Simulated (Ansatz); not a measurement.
1T (CdI2-type) PtS2 was calculated with rVV10 (Ansatz, an electronic-structure program, PAW).

Run with plane-wave cutoff 520 eV, 12×12×8 k mesh (along the axes of the cell as run), Fermi–Dirac smearing 0.01 eV, scalar-relativistic PAW data made under PBE.

Properties against volume:

Shape and atoms are relaxed at each volume.

| V (Å³/atom) | P (GPa) | direct gap at Γ (eV) | smallest gap on the k mesh (eV) | c (Å) |
|---|---|---|---|---|
| 18.333 | 1.74 | 1.330 | 0.210 | 4.847 |
| 18.715 | 0.77 | 1.510 | 0.336 | 4.939 |
| 19.097 | 0.00 | 1.687 | 0.469 | 5.034 |
| 19.479 | -0.61 | 1.858 | 0.575 | 5.131 |
| 19.861 | -1.10 | 2.021 | 0.675 | 5.230 |

The fundamental gap (0.47 eV at the equilibrium volume, with added k points) lies elsewhere than Γ–Γ.

Measured, for comparison: band gap 0.7 eV (temperature not stated, no zero-point or thermal correction, bulk, cited; as tabulated in Two-dimensional noble-metal chalcogenides and phosphochalcogenides, Angew. …).

Note: the bulk modulus comes from volumes at which shape and atoms were relaxed.

Spin–orbit coupling is not included.
